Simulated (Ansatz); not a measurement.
The input, for Ansatz 0.2.0:

```yaml
crystal:
  periodic: [false, false, false]
  atoms:
    - {symbol: Ge, position_ang: [0.000000, 0.000000, 0.000000]}
    - {symbol: B, position_ang: [0.000000, 0.000000, 4.470000]}
basis:
  gaussian: {orbitals: cc-pVDZ}
magnetization: {spin_polarized: true, initial_magnetization: 1}
hamiltonian: {xc: {name: PBE}}
output: {orbitals: {seedname: orbitals}}
```

```sh
$ ansatz run in.yaml --threads 1 --pin off --events-out ev --progress --plain --max-ram 2393MiB
```

The program prints:

```
462 factors; integrals over basis functions are off by at most 2.5e-4 eV
mean field evaluation 1: about -57175.5033 eV, gradient 3.3e0 eV
mean field evaluation 2: about -57168.6857 eV, gradient 1.2e1 eV
mean field evaluation 4: about -57148.6539 eV, gradient 2.8e1 eV
mean field evaluation 8: about -57176.1184 eV, gradient 1.2e-1 eV
mean field evaluation 16: about -57176.1597 eV, gradient 3.6e-2 eV
mean field evaluation 32: about -57176.1182 eV, gradient 2.3e-1 eV
mean field evaluation 64: about -57176.1585 eV, gradient 2.8e-5 eV
mean field evaluation 96: about -57176.0813 eV, gradient 1.0e0 eV
mean field evaluation 128: about -57175.7911 eV, gradient 1.4e-4 eV
mean field evaluation 160: about -57175.8421 eV, gradient 2.4e-1 eV
mean field evaluation 192: about -57176.1597 eV, gradient 6.4e-2 eV
mean field evaluation 224: about -57176.1351 eV, gradient 8.0e-1 eV
mean field -57176.16065631 eV, -2101.1851487257 hartree, gradient 7.4e-6 eV, S^2 1.730631; 13 other end points of the search recorded, 0 dependent functions left out
reference -57176.16069030 eV, -2101.1851499749 hartree; 19, 18 occupied and 22, 23 virtual orbitals, 462 factors
Total energy: -57176.16069030 eV, -2101.1851499749 hartree
```

Ran on 1 thread of Arm Neoverse V2, shared host: 15 s wall, 0.16 GiB peak host memory.
